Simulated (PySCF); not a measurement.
## Bond length, frequency and bond energy of NaO by level of theory

State: ²Π (doublet), unpaired electrons π ↑. Set-up: basis Na def2-SVPD, O def2-SVPD; no relativity; PySCF 2.14. De refers to Na + O in their high-spin ground configurations, without counterpoise correction. The functionals are run spin-unrestricted. A positive dipole means Na(−)O(+).

```json
{"Level": "UHF", "Re (Å)": "2.062", "ωe (cm⁻¹)": "506", "De (eV)": "1.04", "μ (D)": "-8.87", "CPU s a point (SCF and correlation, without the integrals)": "0.2"}
{"Level": "UHF-MP2", "Re (Å)": "2.088", "ωe (cm⁻¹)": "474", "De (eV)": "2.68", "μ (D)": "n/a", "CPU s a point (SCF and correlation, without the integrals)": "0.27"}
{"Level": "UHF-SCS-MP2", "Re (Å)": "2.088", "ωe (cm⁻¹)": "475", "De (eV)": "2.62", "μ (D)": "n/a", "CPU s a point (SCF and correlation, without the integrals)": "n/a"}
{"Level": "UHF-CCSD", "Re (Å)": "2.084", "ωe (cm⁻¹)": "478", "De (eV)": "2.53", "μ (D)": "n/a", "CPU s a point (SCF and correlation, without the integrals)": "n/a"}
{"Level": "UHF-CCSD(T)", "Re (Å)": "2.090", "ωe (cm⁻¹)": "471", "De (eV)": "2.61", "μ (D)": "n/a", "CPU s a point (SCF and correlation, without the integrals)": "3.9"}
{"Level": "PBE", "Re (Å)": "2.086", "ωe (cm⁻¹)": "462", "De (eV)": "2.99", "μ (D)": "-7.68", "CPU s a point (SCF and correlation, without the integrals)": "0.39"}
{"Level": "r²SCAN", "Re (Å)": "2.072", "ωe (cm⁻¹)": "480", "De (eV)": "2.90", "μ (D)": "-8.21", "CPU s a point (SCF and correlation, without the integrals)": "0.89"}
{"Level": "M06-L", "Re (Å)": "2.064", "ωe (cm⁻¹)": "486", "De (eV)": "3.24", "μ (D)": "-8.38", "CPU s a point (SCF and correlation, without the integrals)": "0.57"}
{"Level": "B3LYP", "Re (Å)": "2.068", "ωe (cm⁻¹)": "483", "De (eV)": "2.83", "μ (D)": "-8.09", "CPU s a point (SCF and correlation, without the integrals)": "0.45"}
{"Level": "PBE0", "Re (Å)": "2.064", "ωe (cm⁻¹)": "488", "De (eV)": "2.68", "μ (D)": "-8.22", "CPU s a point (SCF and correlation, without the integrals)": "0.65"}
{"Level": "M06-2X", "Re (Å)": "2.050", "ωe (cm⁻¹)": "508", "De (eV)": "2.82", "μ (D)": "-8.39", "CPU s a point (SCF and correlation, without the integrals)": "0.57"}
{"Level": "LC-ωPBE", "Re (Å)": "2.061", "ωe (cm⁻¹)": "494", "De (eV)": "2.89", "μ (D)": "-8.53", "CPU s a point (SCF and correlation, without the integrals)": "0.54"}
```

(1) Which functional lies closest to UHF-CCSD(T) in De, which farthest, and by how much do they differ from it?

(2) What does a quarter of exact exchange do here, going from PBE to PBE0?

(3) What does the step from GGA to meta-GGA do here, going from PBE to r²SCAN?

Correlated steps freeze 2 core orbitals. Correlated levels converge slowly with the basis: in double zeta they bind strong bonds too weakly, by up to about 1 eV, and carry superposition errors of some tenths. The state was picked by a PBE0 search and need not be the measured ground state.

The whole job (state search and all levels along the bond) took about 1.6 min on 1 thread of Intel Xeon Platinum 8259CL @ 2.50GHz (shared host), peak memory 0.48 GiB.

Results:

(1) Closest is PBE0 (-2.6 pm in Re, +3.6 % in ωe, +0.07 eV in De against UHF-CCSD(T) in the same basis), farthest M06-L (-2.6 pm in Re, +3.2 % in ωe, +0.63 eV in De). CCSD(T) converges more slowly with the basis than the functionals do and binds too weakly in this one, so the order can change at the basis-set limit.

(2) PBE0 less PBE: -2.2 pm in Re, +5.6 % in ωe, -0.31 eV in De. Exact exchange removes part of the self-interaction that spreads semilocal densities, and in most molecules shortens and stiffens the bond and lowers De; so it does here.

(3) r²SCAN less PBE: -1.4 pm in Re, +3.9 % in ωe, -0.09 eV in De.
